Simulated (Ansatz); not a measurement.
`C[C]=O` radical, charge 0, multiplicity 2.

Q: Give a relaxed structure at PBE0-D4/def2-TZVP (the Gaussian-basis code of Ansatz). (Estimate.)

A: Ansatz gave: 
Z-matrix (Å, degrees):
```
C
C 1 1.497
H 1 1.094 2 111.4
H 1 1.091 2 108.7 3 -122.1
H 1 1.092 2 108.4 3 121.8
O 2 1.175 1 129.3 3 -1.0
```
Point group Cs.
